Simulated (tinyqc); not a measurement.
RKS/exchange-only LDA in the sto-3g basis, for HF, spin multiplicity 1, step by step. One step of it, computed by the program tinyqc.

Task: Iteration 1: building the Kohn-Sham matrix. J_ij = sum D_kl (ij|kl); F = H + J + V_xc; E = tr D H + tr D J / 2 + E_xc + E_nn.

D at the start, lower triangle:
```
            1F 1s      1F 2s    1F 2px    1F 2py     1F 2pz     2H 1s
1F 1s    2.121735
1F 2s   -0.513635   2.166702
1F 2px   0.000000   0.000000  2.000000
1F 2py   0.000000   0.000000  0.000000  2.000000
1F 2pz  -0.008745   0.047134  0.000000  0.000000   2.045982
2H 1s    0.032451  -0.133894  0.000000  0.000000  -0.160024  0.020345
```

core Hamiltonian H = T + V (hartree), lower triangle:
```
             1F 1s       1F 2s     1F 2px     1F 2py     1F 2pz      2H 1s
1F 1s   -40.404070
1F 2s    -9.479880  -10.882225
1F 2px    0.000000    0.000000  -8.567260
1F 2py    0.000000    0.000000   0.000000  -8.567260
1F 2pz   -0.006497   -0.081193   0.000000   0.000000  -8.604819
2H 1s    -0.645753   -1.635160   0.000000   0.000000  -1.212980  -3.856738
```

Two-electron integrals (ij|kl) in chemists' order, unique and non-zero (hartree):
```
(11|11) 5.403501   (21|11) 0.841920   (21|21) 0.156299   (22|11) 1.268028
(22|21) 0.292344   (22|22) 0.926167   (31|31) 0.027998   (32|31) 0.043169
(32|32) 0.204588   (33|11) 1.264502   (33|21) 0.292403   (33|22) 0.925959
(33|33) 0.997514   (41|41) 0.027998   (42|41) 0.043169   (42|42) 0.204588
(43|43) 0.053770   (44|11) 1.264502   (44|21) 0.292403   (44|22) 0.925959
(44|33) 0.889973   (44|44) 0.997514   (51|51) 0.027998   (52|51) 0.043169
(52|52) 0.204588   (53|53) 0.053770   (54|54) 0.053770   (55|11) 1.264502
(55|21) 0.292403   (55|22) 0.925959   (55|33) 0.889973   (55|44) 0.889973
(55|55) 0.997514   (61|11) 0.057507   (61|21) 0.010594   (61|22) 0.019722
(61|33) 0.019696   (61|44) 0.019696   (61|51) 0.000401   (61|52) 0.000761
(61|55) 0.019778   (61|61) 0.000724   (62|11) 0.166806   (62|21) 0.039065
(62|22) 0.140843   (62|33) 0.138752   (62|44) 0.138752   (62|51) 0.002598
(62|52) 0.021671   (62|55) 0.144885   (62|61) 0.002687   (62|62) 0.027985
(63|31) 0.003827   (63|32) 0.023708   (63|53) 0.004389   (63|63) 0.003911
(64|41) 0.003827   (64|42) 0.023708   (64|54) 0.004389   (64|64) 0.003911
(65|11) 0.122656   (65|21) 0.029068   (65|22) 0.112406   (65|33) 0.107898
(65|44) 0.107898   (65|51) 0.005470   (65|52) 0.039612   (65|55) 0.121294
(65|61) 0.002066   (65|62) 0.027565   (65|65) 0.030938   (66|11) 0.376611
(66|21) 0.089585   (66|22) 0.373442   (66|33) 0.363391   (66|44) 0.363391
(66|51) 0.006194   (66|52) 0.074323   (66|55) 0.393315   (66|61) 0.006172
(66|62) 0.102487   (66|65) 0.118749   (66|66) 0.774606
```

nuclear repulsion = 3.41160093 hartree

V_xc (hartree), lower triangle:
```
            1F 1s      1F 2s     1F 2px     1F 2py     1F 2pz      2H 1s
1F 1s   -3.198710
1F 2s   -0.463263  -0.869976
1F 2px   0.000000   0.000000  -0.863480
1F 2py   0.000000   0.000000   0.000000  -0.863480
1F 2pz  -0.000419  -0.000445   0.000000   0.000000  -0.867186
2H 1s   -0.031840  -0.107419   0.000000   0.000000  -0.073286  -0.116263
```

E_xc = sum of w rho eps_xc = -10.03223368 hartree

Give: Coulomb J; Kohn-Sham matrix F; total energy of this density.

Result:

Coulomb J (hartree), lower triangle:
```
         1F 1s  1F 2s  1F 2px  1F 2py  1F 2pz  2H 1s
1F 1s   20.920
1F 2s    4.010  9.930
1F 2px   0.000  0.000   9.922
1F 2py   0.000  0.000   0.000   9.922
1F 2pz   0.001  0.002   0.000   0.000   9.921
2H 1s    0.272  1.458   0.000   0.000   1.143  3.732
```

Kohn-Sham matrix F (hartree), lower triangle:
```
          1F 1s   1F 2s  1F 2px  1F 2py  1F 2pz   2H 1s
1F 1s   -22.683
1F 2s    -5.933  -1.822
1F 2px    0.000   0.000   0.491
1F 2py    0.000   0.000   0.000   0.491
1F 2pz   -0.006  -0.080   0.000   0.000   0.449
2H 1s    -0.406  -0.284   0.000   0.000  -0.144  -0.241
```

total energy of this density = -96.81040 hartree
